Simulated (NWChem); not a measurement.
# Correlation energy of ozone (O3)

```
O
O 1 1.2340
O 1 1.2340 2 118.53
```
Charge 0, spin multiplicity 1.

Program: NWChem. Structure: optimised with PBE0/def2-SVP, a minimum by its harmonic frequencies.

Basis set: 6-31G*. Each correlation energy counts from its own Hartree-Fock reference.

The correlated methods keep 3 core orbitals frozen. The Pople sets run with spherical d functions. The species is likely to have several important configurations. No row is a measurement; the coupled-cluster row has its own basis-set and correlation limits.

Problem. Order these methods by the correlation energy they give, lowest first: CCSD, CCSD(T), CR-CCSD(T), CR-CCSD[T], MP2, CCSD+T(CCSD).

Solution. CCSD+T(CCSD) (-607.6 mHa), CCSD(T) (-605.1 mHa), CR-CCSD[T] (-599.0 mHa), CR-CCSD(T) (-597.2 mHa), MP2 (-595.6 mHa), CCSD (-576.4 mHa)
